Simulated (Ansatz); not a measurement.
## AsH2⁺, triplet: reading a ladder of total energies

Geometry: a point of a breathe scan, not a stationary point.

```yaml
atoms:
  - { symbol: As, position_ang: [0.0000, -0.0210, 0.0000] }
  - { symbol: H, position_ang: [0.0000, 0.7801, -1.4551] }
  - { symbol: H, position_ang: [0.0000, 0.7801, 1.4551] }
```

Basis cc-pVDZ; Ansatz 0.2.0. Correlated methods freeze the noble-gas cores and the filled d shells of p-block atoms, which leaves 6 electrons in 23 orbitals. R marks a restricted (for open shells ROHF) determinant. No spin–orbit coupling is included, and no scalar relativity.

Full CI is exact within this basis and frozen core; it isn't the basis-set limit.

Runs differ by some tens of microhartree through their thresholds and, for an open shell, their frozen cores, so steps under 0.03 kcal/mol mean nothing.

| level | total energy (hartree) |
| --- | --- |
| RHF | -2234.951187 |
| RMP2 | -2235.030655 |
| RCCSD | -2235.053815 |
| RCCSD(T) | -2235.056271 |
| RCCSDT | -2235.057041 |
| RCCSDT(Q) | -2235.057106 |
| full CI | -2235.057103 |

Q: What is the correlation energy at full CI, and what share of it do RMP2 and RCCSD recover?

A: E(corr) = -2235.057103 − (-2234.951187) = -0.105916 hartree = -2.882 eV. RMP2: -0.079468 / -0.105916 = 75.03 %. RCCSD: -0.102628 / -0.105916 = 96.90 %.

Q: By how many kcal/mol does RCCSD(T) miss full CI (1 hartree = 627.509 kcal/mol), and which steps make up the rest?

A: -2235.056271 − (-2235.057103) = 0.000832 hartree = 0.52 kcal/mol. Steps: RCCSDT − RCCSD(T) = -0.48, RCCSDT(Q) − RCCSDT = -0.04, full CI − RCCSDT(Q) = 0.00 kcal/mol. That is within 1 kcal/mol of the reference in this basis, which itself misses far more of the correlation at the basis-set limit.
